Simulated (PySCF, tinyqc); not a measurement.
Inside a calculation. Method: FCI on RHF in the sto-6g basis, frozen core, for LiH, spin multiplicity 1. The lowest restricted solution is unstable here: a spin-polarised one lies 0.0754 hartree lower (PySCF). One step of it, computed by the program tinyqc.

Question. FCI: roots. Diagonalise (each vector has its largest component positive (the first on a tie)); all determinants have Ms = 0, so triplets appear too. The lowest singlet root is the correlation energy.

Occupation strings over the orbitals (2 doubly, a alpha, b beta, 0 empty; spin orbitals ordered 1a 1b 2a 2b ...): 220000 2ab000 2a000b 2ba000 2b000a 202000 20a00b 200200 200020 20b00a 200002

H - E(HF) between determinants (hartree):
```
           220000     2ab000     2a000b     2ba000     2b000a     202000     20a00b     200200
220000   0.000000   0.000000   0.000000   0.000000   0.000000   0.057064   0.072267   0.021343
2ab000   0.000000   0.066736  -0.007991  -0.057064  -0.072267   0.104181  -0.046602   0.023868
2a000b   0.000000  -0.007991   0.182992  -0.072267  -0.124457  -0.046602   0.041116   0.014774
2ba000   0.000000  -0.057064  -0.072267   0.066736  -0.007991  -0.104181  -0.094813  -0.023868
2b000a   0.000000  -0.072267  -0.124457  -0.007991   0.182992   0.046602   0.051287  -0.014774
202000   0.057064   0.104181  -0.046602  -0.104181   0.046602   0.390622  -0.121271   0.040885
20a00b   0.072267  -0.046602   0.041116  -0.094813   0.051287  -0.121271   0.329594   0.007276
200200   0.021343   0.023868   0.014774  -0.023868  -0.014774   0.040885   0.007276   0.549917
200020   0.021343   0.023868   0.014774  -0.023868  -0.014774   0.040885   0.007276   0.016875
20b00a  -0.072267  -0.094813   0.051287  -0.046602   0.041116   0.121271  -0.055417  -0.007276
200002   0.124457  -0.051287   0.056761   0.051287  -0.056761   0.055417  -0.046477   0.016746

           200020     20b00a     200002
220000   0.021343  -0.072267   0.124457
2ab000   0.023868  -0.094813  -0.051287
2a000b   0.014774   0.051287   0.056761
2ba000  -0.023868  -0.046602   0.051287
2b000a  -0.014774   0.041116  -0.056761
202000   0.040885   0.121271   0.055417
20a00b   0.007276  -0.055417  -0.046477
200200   0.016875  -0.007276   0.016746
200020   0.549917  -0.007276   0.016746
20b00a  -0.007276   0.329594   0.046477
200002   0.016746   0.046477   0.408440
```

Give: lowest roots of this matrix, relative to E(HF); lowest vectors; <S^2> of these roots; weight of the ground state by excitation level 0, 1, 2, ....

Answer.

lowest roots of this matrix, relative to E(HF) (hartree): [-0.0863, -0.0666, -0.0142, 0.0304, 0.3009, 0.3199, 0.3785, 0.4684]

lowest vectors, order 220000, 2ab000, 2a000b, 2ba000, 2b000a, 202000, 20a00b, 200200, 200020, 20b00a, 200002:
$$\begin{pmatrix}
0.8508 & 0.0000 & -0.3188 & 0.0000 \\
0.1596 & 0.6284 & 0.5272 & -0.1579 \\
-0.0373 & 0.2632 & -0.2164 & 0.6091 \\
-0.1596 & 0.6284 & -0.5272 & -0.1579 \\
0.0373 & 0.2632 & 0.2164 & 0.6091 \\
-0.2758 & 0.0000 & -0.3711 & 0.0000 \\
-0.2365 & 0.1894 & -0.0882 & -0.3225 \\
-0.0105 & 0.0000 & -0.0012 & 0.0000 \\
-0.0105 & 0.0000 & -0.0012 & 0.0000 \\
0.2365 & 0.1894 & 0.0882 & -0.3225 \\
-0.1852 & 0.0000 & 0.3093 & 0.0000
\end{pmatrix}$$

<S^2> of these roots: [0.0000, 2.0000, 0.0000, 2.0000, 0.0000, 0.0000, 2.0000, 0.0000]

weight of the ground state by excitation level 0, 1, 2, ...: [0.7238, 0.0537, 0.2224]

The reference has a weight of only 0.72: one determinant is a poor start here. A root of higher spin lies below E(HF).
